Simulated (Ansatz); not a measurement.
Phonon frequency of some cubic carbides

Method: LDA in Ansatz (plane waves, PAW). References are measured values at room or unstated temperature, uncorrected unless marked, so that the deviations hold thermal and zero-point effects besides the level's error. The table is a random draw of 6 from 15 values with such references.

Values in cm⁻¹.

```tsv
solid	reference	LDA	deviation (%)
3C-SiC (L TA)	266	260	-2.3
3C-SiC (X LO)	829	830	+0.1
rock-salt NbC (X LO)	594	603	+1.5
rock-salt NbC (X LA)	244	247	+1.2
3C-SiC (L TO)	766	772	+0.8
rock-salt NbC (L LO)	640	670	+4.7
```

Over these 6 values the mean deviation is +1.0 %, the mean absolute deviation 1.8 % (median 1.4 %), and the worst case rock-salt NbC (L LO) at +4.7 %; the value is too high in 5 of 6 cases. Over all 15, from unrounded values, the mean deviation is -1.2 % and the mean absolute deviation 2.6 % (median 1.1 %).

Differences are worked out from the printed values.

Each level is taken at its own relaxed cell. Ansatz's density-functional and Hartree–Fock values are scalar-relativistic unless marked +SOC, with PAW data made under PBE.

Ansatz's runs of these crystals have no spin polarisation.

Of the class's solids with a reference value and a result at some level, none was set aside. Solids without a released value at any level aren't counted. Layered and molecular crystals are counted apart.

References as tabulated in Wang et al. (1996), arXiv:mtrl-th/9510002; Savrasov (1996), arXiv:cond-mat/9604125.

Ansatz is a quantum-chemistry and plane-wave program.
